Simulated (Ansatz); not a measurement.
**CHAlO (triplet): wave-function methods side by side, def2-TZVPP**

The task here is to estimate one member of a computed series from the others.

Computed with Ansatz 0.2.0, Gaussian basis. Level: def2-TZVPP, core rule «outside noble gas», up to 7 orbitals frozen.

The runs, in order: UHF; ROHF; CCSD(T) on UHF.

2 further runs of the same task are left out: 2 set aside as unsound or not needed.

## The geometry

The geometry is a PBE0/def2-TZVP stationary point (not a proven minimum) of the parent state, kept for this charge and spin.

4 atoms, charge 0, spin multiplicity 3.

Atoms are counted from 1 here; the program's logs count them from 0.

Bond lengths: Al1–C2 2.203 Å, Al1–H4 1.641 Å, C2–O3 1.130 Å. Angles: C2–Al1–H4 84.1°, Al1–C2–O3 160.0°.

Geometry (Å):

```
Al    0.00000   -0.11308    1.40612
C     0.00000    0.18916   -0.77579
O     0.00000   -0.04750   -1.88106
H     0.00000    1.52703    1.46284
```

Set-up of the first run:

The input, in.yaml:

```yaml
crystal:
  periodic: [false, false, false]
  atoms:
    - {symbol: Al, position_ang: [0.000000, -0.113080, 1.406118]}
    - {symbol: C, position_ang: [0.000000, 0.189159, -0.775794]}
    - {symbol: O, position_ang: [0.000000, -0.047504, -1.881062]}
    - {symbol: H, position_ang: [0.000000, 1.527034, 1.462841]}
basis:
  gaussian: {orbitals: def2-TZVPP}
magnetization: {spin_polarized: true, initial_magnetization: 2}
hamiltonian: {xc: hf}
output: {orbitals: {seedname: orbitals}}
```

Launch:

```console
ansatz run in.yaml --threads 1 --pin off --events-out ev --progress --plain --max-ram 4096MiB --backend cpu
```

Among the steps run: UHF; ROHF; CCSD(T) on UHF.

One table of the session follows, with a row left open; its other results are not shown here.

| method | from UCCSD(T) (kcal/mol) |
| --- | --- |
| ROHF | +282.28 |
| UHF | +281.33 |
| UMP2 | +22.55 |
| UCCSD | ? |
| UCCSD(T) | 0 |

Estimate the missing values for UCCSD.

**Answer.** from UCCSD(T) (kcal/mol): +12.96. In the column «from UCCSD(T) (kcal/mol)» it lies between UCCSD(T) (0) and UMP2 (+22.55).
